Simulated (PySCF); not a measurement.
Rigid-rotor lines calculated for a species of formula C3H3F2N (commonest isotopes; PBE0/def2-SVPD in PySCF (dipole) on a GFN2-xTB geometry, gas phase), labelled J(Ka,Kc):

```tsv
transition	MHz
2(1,2) ← 1(1,1)	7758.0
2(0,2) ← 1(0,1)	8204.6
1(0,1) ← 0(0,0)	4121.7
1(1,1) ← 0(0,0)	8418.5
2(1,1) ← 1(1,0)	8728.8
```

Find the rotational constants.

1(0,1) ← 0(0,0) is B + C, 2(1,1) ← 1(1,0) is 3B + C and 2(1,2) ← 1(1,1) is B + 3C, so B − C is half the difference of the last two, 485.4 MHz. 1(1,1) ← 0(0,0) is A + C. A = 6600.3, B = 2303.5, C = 1818.2 MHz.

What moments of inertia, asymmetry and inertial defect follow?

I = 505379 MHz·u·Å² over each constant: Ia = 76.57, Ib = 219.39, Ic = 277.96 u·Å²; κ = (2B − A − C)/(A − C) = -0.797 (asymmetric top); Δ = Ic − Ia − Ib = -18.00 u·Å².

Which dipole components do these lines need?

μa and μb (a-type: ΔKa even, ΔKc odd; b-type: both odd). The calculation gives |μa| = 1.69 D, |μb| = 0.54 D, |μc| = 0.11 D.

Where do these fall, and of which type are they? 3(1,2) ← 3(0,3); 3(3,0) ← 2(2,1); 3(2,1) ← 2(1,2); 2(2,1) ← 2(1,2); 2(1,1) ← 2(1,2); 3(1,3) ← 2(1,2); 3(2,1) ← 3(1,2); 2(2,0) ← 2(1,1); 1(1,0) ← 1(1,1); 3(0,3) ← 2(1,2); 3(2,2) ← 3(1,3); 3(0,3) ← 2(0,2); 2(1,2) ← 1(0,1); 2(2,1) ← 1(1,0); 3(3,0) ← 3(2,1).

```
     transition    MHz  type  branch
1(1,0) ← 1(1,1)    485     a       Q
2(1,1) ← 2(1,2)   1456     a       Q
3(1,2) ← 3(0,3)   6163     b       Q
3(0,3) ← 2(1,2)   8361     b       R
3(1,3) ← 2(1,2)  11614     a       R
2(1,2) ← 1(0,1)  12055     b       R
3(0,3) ← 2(0,2)  12211     a       R
3(2,1) ← 3(1,2)  12380     b       Q
2(2,0) ← 2(1,1)  12929     b       Q
2(2,1) ← 2(1,2)  14346     b       Q
3(2,2) ← 3(1,3)  15098     b       Q
2(2,1) ← 1(1,0)  21619     b       R
3(3,0) ← 3(2,1)  22530     b       Q
3(2,1) ← 2(1,2)  26904     b       R
3(3,0) ← 2(2,1)  35088     b       R
```

Which structure gave them?

`N#C[C@@H](F)CF`, point group C1. Three constants can't fix a structure by themselves; this is the one that was computed:
```xyz
9
C3H3F2N angstrom
N      2.510   -0.663   -0.391
C      1.532   -0.169   -0.072
C      0.279    0.449    0.332
F      0.250    1.757   -0.096
C     -0.912   -0.325   -0.248
F     -1.998   -0.202    0.570
H      0.216    0.471    1.430
H     -1.185    0.080   -1.228
H     -0.680   -1.393   -0.321
```

The values belong to one conformer (point group C1) with, in the numbering `[N:1]#[C:2][C@@H:3]([F:4])[CH2:5][F:6]`, C2–C3–C5–F6 151°. Stationary, but not proved a minimum. No vibrational averaging or centrifugal distortion is included, and the geometry carries the error of its method. Quadrupole hyperfine structure (14N) is left out.
